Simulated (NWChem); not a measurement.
System: dimethyl sulfide (C2H6S); SMILES CSC

Program: NWChem. The level has its own optimisation; frequencies are unscaled.

Problem. Predict the results for BLYP/def2-SVP. Quantities: r C–S (Å); highest harmonic frequency (cm⁻¹); lowest (cm⁻¹); zero-point energy (kcal/mol); dipole (D).

Solution. 
```json
{
 "r C–S (Å)": "1.838",
 "highest harmonic frequency (cm⁻¹)": "3058",
 "lowest (cm⁻¹)": "179",
 "zero-point energy (kcal/mol)": "45.7",
 "dipole (D)": "1.35"
}
```
